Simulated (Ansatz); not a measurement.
# AlPH (doublet): the correlation ladder at distance Al1–H3 = 2.181 Å, 6-31G

How much of the correlation energy of AlPH (doublet) does each wave-function method recover here?

The runs use Ansatz 0.2.0, Gaussian basis; 6-31G, core rule «outside noble gas», up to 10 orbitals frozen.

To be run: UHF; CCSD(T) on ROHF; CCSD(T) on UHF; BCCD(T) on ROHF; CISD; CCSDT(Q) on ROHF; CCSDT(Q) on UHF; CISDTQ; CCSDTQ on ROHF; CASSCF and MRCISD+Q, 3 electrons in 3 orbitals; CASSCF and NEVPT2, 3 electrons in 3 orbitals; CASSCF and MRCISD+Q, 9 electrons in 9 orbitals; CASSCF and NEVPT2, 9 electrons in 9 orbitals; Full CI.

18 further runs of the same task are left out: 1 for a known fault of the program, 15 that didn't finish, 2 set aside as unsound or not needed.

## 1. What is computed

The geometry derives from a PBE0/def2-TZVP stationary point (not a proven minimum). One bond is set to the value named and the two fragments are kept rigid.

3 atoms, charge 0, spin multiplicity 2.

Atoms are counted from 1 here; the program's logs count them from 0.

Bond lengths: Al1–P2 2.144 Å.

## 2. UHF

in.yaml reads:

```yaml
crystal:
  periodic: [false, false, false]
  atoms:
    - {symbol: Al, position_ang: [0.000000, 0.000000, -0.012267]}
    - {symbol: P, position_ang: [0.000000, 0.000000, -2.156467]}
    - {symbol: H, position_ang: [0.000000, 0.000000, 2.168733]}
basis:
  gaussian: {orbitals: 6-31G}
magnetization: {spin_polarized: true, initial_magnetization: 1}
hamiltonian: {xc: hf}
output: {orbitals: {seedname: orbitals}}
```

Command:

```console
> ansatz run in.yaml --threads 1 --pin off --events-out ev --progress --plain --max-ram 2393MiB
```

After this run come: CCSD(T) on ROHF; CCSD(T) on UHF; BCCD(T) on ROHF; CISD; CCSDT(Q) on ROHF; CCSDT(Q) on UHF; CISDTQ; CCSDTQ on ROHF; CASSCF and MRCISD+Q, 3 electrons in 3 orbitals; CASSCF and NEVPT2, 3 electrons in 3 orbitals; CASSCF and MRCISD+Q, 9 electrons in 9 orbitals; CASSCF and NEVPT2, 9 electrons in 9 orbitals; Full CI.

**Question.** What will the summary of the whole plan be? Wanted: FCI below the RHF energy; RMP2 from FCI; UMP2 from FCI; RCCSD from FCI; RCCSD(T) from FCI; UCCSD(T) from FCI; RCCSDT(Q) from FCI; UCCSDT(Q) from FCI; NEVPT2 pair from FCI.

As calculated:

```
                         quantity                                                                                                   value
         FCI below the RHF energy                                                                                              -3.2032 eV
                    RMP2 from FCI                                                                                            +86.2 kJ/mol
                    UMP2 from FCI                                                                                           +104.6 kJ/mol
                   RCCSD from FCI                                                                                            +18.0 kJ/mol
                RCCSD(T) from FCI                                                                                             +5.0 kJ/mol
                UCCSD(T) from FCI                                                                                             +6.6 kJ/mol
               RCCSDT(Q) from FCI                                                                                             +0.2 kJ/mol
               UCCSDT(Q) from FCI                                                                                             -0.3 kJ/mol
             NEVPT2 pair from FCI                                                                                            +61.3 kJ/mol
           MRCISD+Q pair from FCI                                                                                             +1.7 kJ/mol
          NEVPT2 valence from FCI                                                                                            +21.2 kJ/mol
levels within 1 kcal/mol (43 meV)  RCCSDT, UCCSDT, CISDTQ, RCCSDT(Q), UCCSDT(Q), RCCSDTQ, MRCISD+Q pair, MRCISD valence, MRCISD+Q valence
                    T1 diagnostic                                                                                                   0.040
   effectively unpaired electrons                                                                                                    1.22
```

RCCSD(T) misses by +5.0 kJ/mol, 1.6 % of the correlation energy. UCCSDT(Q) falls below full CI: unrestricted runs freeze a spin-polarised core, another one than full CI's, and coupled cluster isn't variational. The occupations show some static correlation. Of the multireference levels listed MRCISD+Q valence comes nearest in total energy (+0.6 kJ/mol), which doesn't show that its space is the better one. Coupled cluster took another determinant than the lowest Hartree-Fock one. These misses are within one basis, not against nature; the frozen cores of restricted and unrestricted runs differ, which can shift their rows.
